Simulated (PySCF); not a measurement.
PySCF input (HF/def2-TZVPD):

```python
from pyscf import gto, scf, dft

mol = gto.M(
    atom='''
    C     0.00338377    0.10886783    0.55856994
    C    -0.00493192    1.40362732   -0.22443988
    C     0.00154860   -1.23332597   -0.22868881
    H    -0.86721713    0.06866735    1.23737251
    H     0.88297494    0.07298702    1.22592807
    H     0.00802955   -2.13036317    0.42385519
    H     0.88047196    1.44474346   -0.88717900
    H    -0.89911906    1.44035123   -0.87554232
    H    -0.88326491   -1.28787415   -0.87278214
    H     0.87812193   -1.28352684   -0.88429978
    ''',
    basis='def2-tzvpd',
    charge=-1,
    spin=0,
    verbose=4,
)

mf = scf.RHF(mol).density_fit(auxbasis='def2-universal-jkfit')
mf.conv_tol = 1e-9
mf.max_cycle = 100
mf.max_memory = 1500
mf.kernel()
if not mf.converged:
    mf = mf.newton()
    mf.kernel(mf.make_rdm1())
mf.analyze()
```

End of the output:

```
Extra cycle  E= -117.612951377026  delta_E= -4.71e-11  |g|= 3.43e-06  |ddm|= 0.000409
converged SCF energy = -117.612951377026
**** SCF Summaries ****
Total Energy =                        -117.612951377026221
Nuclear Repulsion Energy =              75.063016144048404
One-electron Energy =                 -311.324560161844488
Two-electron Energy =                  118.648592640769863
Two-electron Coulomb Energy =          136.821303868138102
DFT Exchange-Correlation Energy =      -18.172711227368239
HOMO-LUMO gap [eV] =                     6.347636751233782
**** MO energy ****
MO #1   energy= -11.0375718476687  occ= 2
MO #2   energy= -11.0180131275943  occ= 2
MO #3   energy= -10.9334987772367  occ= 2
MO #4   energy= -0.834684570833062 occ= 2
MO #5   energy= -0.689988624938501 occ= 2
MO #6   energy= -0.557140167288345 occ= 2
MO #7   energy= -0.417205110890787 occ= 2
MO #8   energy= -0.382752107770813 occ= 2
MO #9   energy= -0.317392609036255 occ= 2
MO #10  energy= -0.3156233211938   occ= 2
MO #11  energy= -0.250756386685658 occ= 2
MO #12  energy= -0.234069475143946 occ= 2
MO #13  energy= -0.0249944855032957 occ= 2
MO #14  energy= 0.208276864459119  occ= 0
MO #15  energy= 0.233123943567127  occ= 0
MO #16  energy= 0.25520026584155   occ= 0
MO #17  energy= 0.277367396538221  occ= 0
MO #18  energy= 0.293451777006382  occ= 0
MO #19  energy= 0.304243523846419  occ= 0
MO #20  energy= 0.332137450563492  occ= 0
MO #21  energy= 0.342450304324443  occ= 0
MO #22  energy= 0.34418027752317   occ= 0
MO #23  energy= 0.37351115882665   occ= 0
MO #24  energy= 0.380799839956739  occ= 0
MO #25  energy= 0.387529015528258  occ= 0
MO #26  energy= 0.401071378181373  occ= 0
MO #27  energy= 0.415623722035998  occ= 0
MO #28  energy= 0.428009184593969  occ= 0
MO #29  energy= 0.434438061321815  occ= 0
MO #30  energy= 0.466009830932567  occ= 0
MO #31  energy= 0.478528116437218  occ= 0
MO #32  energy= 0.487645052882171  occ= 0
MO #33  energy= 0.492651878384131  occ= 0
MO #34  energy= 0.511722843652635  occ= 0
MO #35  energy= 0.522879893501899  occ= 0
MO #36  energy= 0.524556584777548  occ= 0
MO #37  energy= 0.535734272573592  occ= 0
MO #38  energy= 0.542142819311026  occ= 0
MO #39  energy= 0.55278449744343   occ= 0
MO #40  energy= 0.557931603304811  occ= 0
MO #41  energy= 0.559077525867149  occ= 0
MO #42  energy= 0.575485624151045  occ= 0
MO #43  energy= 0.59731444397398   occ= 0
MO #44  energy= 0.601245690799903  occ= 0
MO #45  energy= 0.604382965527325  occ= 0
MO #46  energy= 0.624566218434146  occ= 0
MO #47  energy= 0.6338106692922    occ= 0
MO #48  energy= 0.652497624173848  occ= 0
MO #49  energy= 0.659126912845208  occ= 0
MO #50  energy= 0.666403010032133  occ= 0
MO #51  energy= 0.669389097133954  occ= 0
MO #52  energy= 0.678292841160255  occ= 0
MO #53  energy= 0.691565756362756  occ= 0
MO #54  energy= 0.694517614451729  occ= 0
MO #55  energy= 0.701847970648446  occ= 0
MO #56  energy= 0.716007946358048  occ= 0
MO #57  energy= 0.716404380559055  occ= 0
MO #58  energy= 0.731763308927574  occ= 0
MO #59  energy= 0.764051640132852  occ= 0
MO #60  energy= 0.77171476532607   occ= 0
MO #61  energy= 0.806823347361903  occ= 0
MO #62  energy= 0.826658094497631  occ= 0
MO #63  energy= 0.872576546118026  occ= 0
MO #64  energy= 0.893694528214374  occ= 0
MO #65  energy= 0.930041692304489  occ= 0
MO #66  energy= 0.939504842949111  occ= 0
MO #67  energy= 0.980930191416067  occ= 0
MO #68  energy= 0.982150270625605  occ= 0
MO #69  energy= 0.98681301599596   occ= 0
MO #70  energy= 1.02812891856381   occ= 0
MO #71  energy= 1.03152233812829   occ= 0
MO #72  energy= 1.03405639704277   occ= 0
MO #73  energy= 1.05371389268588   occ= 0
MO #74  energy= 1.0579002679936    occ= 0
MO #75  energy= 1.08668493561856   occ= 0
MO #76  energy= 1.10406445828829   occ= 0
MO #77  energy= 1.10838408185892   occ= 0
MO #78  energy= 1.14458388635052   occ= 0
MO #79  energy= 1.15387741548018   occ= 0
MO #80  energy= 1.18791965676764   occ= 0
MO #81  energy= 1.3079904220134    occ= 0
MO #82  energy= 1.32737888124973   occ= 0
MO #83  energy= 1.35700619079552   occ= 0
MO #84  energy= 1.36089542548517   occ= 0
MO #85  energy= 1.41455948770612   occ= 0
MO #86  energy= 1.4611773795115    occ= 0
MO #87  energy= 1.55460969702764   occ= 0
MO #88  energy= 1.56317400674046   occ= 0
MO #89  energy= 1.58153781756044   occ= 0
MO #90  energy= 1.63648861630733   occ= 0
MO #91  energy= 1.67589425135423   occ= 0
MO #92  energy= 1.72671476895027   occ= 0
MO #93  energy= 1.74930618107235   occ= 0
MO #94  energy= 1.80871022091257   occ= 0
MO #95  energy= 1.84306834063795   occ= 0
MO #96  energy= 2.06855817259656   occ= 0
MO #97  energy= 2.19818960499615   occ= 0
MO #98  energy= 2.21032225386878   occ= 0
MO #99  energy= 2.22575747504316   occ= 0
MO #100 energy= 2.25704889506188   occ= 0
MO #101 energy= 2.26127663256458   occ= 0
MO #102 energy= 2.29284657670209   occ= 0
MO #103 energy= 2.29866489084802   occ= 0
MO #104 energy= 2.31399367400774   occ= 0
MO #105 energy= 2.33804183138374   occ= 0
MO #106 energy= 2.38354265761564   occ= 0
MO #107 energy= 2.39279805553007   occ= 0
[...]
```

It need not be the lowest isomer of its formula. Whether it binds its extra electron was not tested at this geometry.
